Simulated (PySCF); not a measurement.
Simulated outer-valence photoelectron spectrum of 2H-azirine, `C1=NC1`. Method: EOM-IP-CCSD/aug-cc-pVDZ in PySCF, restricted Hartree–Fock reference, 3 core orbitals frozen, non-relativistic, gas phase, PBE0-D3(BJ)/def2-SVP geometry.

Each root has a Gaussian of 0.5 eV full width with its one-hole share as area; cross sections and vibrations are left out, and the highest printed point is 100.

ionisation energy (eV), intensity and a bar:
```
      9.8          1 
     10.0          9 ###
     10.2         38 ############
     10.4         71 #####################
     10.6         54 ################
     10.8         18 #####
     11.0         13 ####
     11.2         44 #############
     11.4         72 ######################
     11.6         49 ###############
     11.8         14 ####
     12.0          2 
     12.2          0 
     12.4          0 
     12.6          0 
     12.8          1 
     13.0          7 ##
     13.2         34 ##########
     13.4         69 #####################
     13.6         57 #################
     13.8         19 ######
     14.0          3 #
     14.2          0 
     14.4          0 
     14.6          0 
     14.8          0 
     15.0          0 
     15.2          0 
     15.4          4 #
     15.6         25 #######
     15.8         69 #####################
     16.0        100 ##############################
     16.2         96 #############################
     16.4         58 #################
     16.6         17 #####
     16.8          2 #
```

Q: Where are the maxima, and how many lines lie under the curve?

A: 4 maxima, at 10.4, 11.4, 13.5 and 16.1 eV, from 5 lines. At this width some lines have no maximum of their own.

Q: List the lines with their holes.

A: 
```
E (eV)  leading hole (HF orbital)  area  Koopmans (eV)
 10.44                       HOMO  0.95          11.15
 11.41                     HOMO-1  0.96          11.46
 13.46                     HOMO-2  0.95          14.66
 15.91                     HOMO-4  0.92          17.72
 16.24                     HOMO-3  0.94          17.28
```

The widest gap, 2.45 eV, lies between 13.46 and 15.91 eV. Only orbitals with −ε under 21 eV, eight at most, were ionised, so the high end of the curve may lack lines.
